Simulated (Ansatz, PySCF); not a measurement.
**Ladder of methods for the bulk modulus of zinc-blende AlAs**

Reference value: 75 GPa (measured, 0 K value with the zero-point phonon effect removed; as tabulated in Mejia-Rodriguez and Trickey (2018), arXiv:1807.09216).

### Question
What do LDA, BLYP, PBE, PBE-D4, HSE06, Hartree–Fock, MP2 give, and how far is each from the reference?

### Answer

```
level (code)           value (GPa)  cell (Å³/atom)  error (%)
---------------------  -----------  --------------  ---------
LDA (Ansatz)                  75.5           22.30       +0.7
BLYP (Ansatz)                 59.5           24.34        -21
PBE (Ansatz)                  67.1           23.50      -10.5
PBE-D4 (Ansatz)               73.5           22.71       -2.0
HSE06 (Ansatz)                75.8           22.93       +1.1
Hartree–Fock (Ansatz)         80.9           23.70       +7.9
MP2 (PySCF)               82.1 ± 2           22.19       +9.5
```

Once the reference is moved by up to 5.0 % (a margin picked here for doubts on the reference and the settings) and values within 1.7 % count as equal, the nearest can be LDA (+0.7 %), HSE06 (+1.1 %), PBE-D4 (-2.0 %), Hartree–Fock (+7.9 %) or MP2 (+9.5 %).

A ± on a computed value is a rough bar: the spread of its extrapolation, a floor set from checks against published values, or a statistical error. Each level is taken at its own relaxed cell. Cutoffs and k meshes differ between the levels. Ansatz's density-functional and Hartree–Fock values are scalar-relativistic unless marked +SOC, with PAW data made under PBE.

Differences are worked out from the printed values.

Ansatz is an electronic-structure program.
